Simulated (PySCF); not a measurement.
# BH₂⁺ at several levels of theory

All levels use the PBE0 minimum (singlet; B–H 1.179 Å (×2); H–B–H 180.0°), basis [B def2-TZVP, H def2-TZVP], no relativity, density fitting, no spin–orbit coupling, PySCF. For vertical energies the ionised species is a doublet (spins chosen at PBE0 and kept) and the electron-attached one a doublet. Open shells are unrestricted, also as the reference of the correlated levels. A dash marks a value that was not computed or is not defined at that level.

| level | vertical IP (eV) | vertical EA (eV) | −ε(HOMO) (eV) | gap (eV) |
| --- | --- | --- | --- | --- |
| PBE0 | 24.31 | 8.05 | 20.51 | 9.71 |
| CCSD(T) | ? | ? | – | – |
| HF | 23.65 | 7.22 | 24.45 | 17.89 |
| PBE | 24.20 | 8.11 | 18.95 | 6.85 |
| r2SCAN | 24.20 | 8.18 | 19.33 | 7.79 |
| B3LYP | 24.42 | 8.04 | 20.32 | 9.18 |
| TPSSh | 24.34 | 7.97 | 19.88 | 8.74 |
| MP2 | 24.40 | 7.65 | – | – |
| M06 | 24.44 | 7.85 | 20.49 | 10.15 |
| MN15 | ? | ? | ? | ? |

Task: Fill in the row of CCSD(T).

Result: vertical IP (eV) 24.48, vertical EA (eV) 7.75.

Task: Fill in the row of MN15.

Result: vertical IP (eV) 24.54, vertical EA (eV) 7.81, −ε(HOMO) (eV) 21.18, gap (eV) 11.16.

For BH₂⁺ itself CCSD(T) correlates 4 electrons; T1 = 0.006, D1 = 0.011, (T) = -2 kJ/mol.
